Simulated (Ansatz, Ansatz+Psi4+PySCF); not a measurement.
Two shapes of singlet H2O.

Shape 1:

```xyz
3

O     0.0000    0.0000    0.1193
H     0.0000    0.7632   -0.4770
H     0.0000   -0.7632   -0.4770
```

Shape 2:

```xyz
3

O     0.0000    0.0000    0.0987
H     0.0000    0.7238   -0.4668
H     0.0000   -0.7238   -0.4668
```

Basis set: cc-pVTZ (spherical functions). Frozen core: 1 orbital. Charge 0, multiplicity 1.

Computed with Ansatz (development build ahead of 0.2.0) and Psi4 1.11; each method stands on the lowest determinant of its kind that the runs found.

(1) Which shape is lower in energy, and by how much in each method?

Results:

(1)

```csv
method,E(2) − E(1) (eV)
RHF,-0.008
RHF-MP2,0.089
RHF-CCSD(T),0.091
```

The methods disagree on the order.
